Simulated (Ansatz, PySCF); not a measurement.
# Bulk modulus B0 of grey tin (α-Sn): levels of theory against measurement

Reference value: 42.8 GPa (measured, 0 K value with the zero-point phonon effect removed; as tabulated in Mejia-Rodriguez and Trickey (2018), arXiv:1807.09216).

| level (code) | value (GPa) | cell (Å³/atom) |
|---|---|---|
| LDA (Ansatz) | 44.3 | 33.89 |
| PBE (Ansatz) | (withheld) | 36.85 |
| PBEsol-D3(BJ) (Ansatz) | 45.4 | 33.83 |
| r²SCAN-D4 (Ansatz) | 44.3 | 35.02 |
| r²SCANh (Ansatz) | 45.1 | 34.99 |
| Hartree–Fock (Ansatz) | 51.4 | 36.02 |
| MP2 (PySCF) | (withheld) | 33.45 |

Question: Some entries are withheld; supply them.

Answer: 
- PBE (Ansatz, a program for electronic structure), value (GPa): 35.1
- MP2 (PySCF), value (GPa): 47.4 ± 1

Errors against the reference: LDA +3.5 %, PBE -18.0 %, PBEsol-D3(BJ) +6.1 %, r²SCAN-D4 +3.5 %, r²SCANh +5.4 %, Hartree–Fock +20 %, MP2 +10.7 %.

Once the reference is moved by up to 5.0 % (a margin picked here for doubts on the reference and the settings) and values within 1.7 % count as equal, the nearest can be LDA (+3.5 %), r²SCAN-D4 (+3.5 %), r²SCANh (+5.4 %) or PBEsol-D3(BJ) (+6.1 %). By the same margin the farthest can be Hartree–Fock (+20 %) or PBE (-18.0 %).

A ± on a computed value is a rough bar: the spread of its extrapolation, a floor set from checks against published values, or a statistical error. Each level is taken at its own relaxed cell. Cutoffs and k meshes differ between the levels. Ansatz's density-functional and Hartree–Fock values are scalar-relativistic unless marked +SOC, with PAW data made under PBE.

Differences are worked out from the printed values.
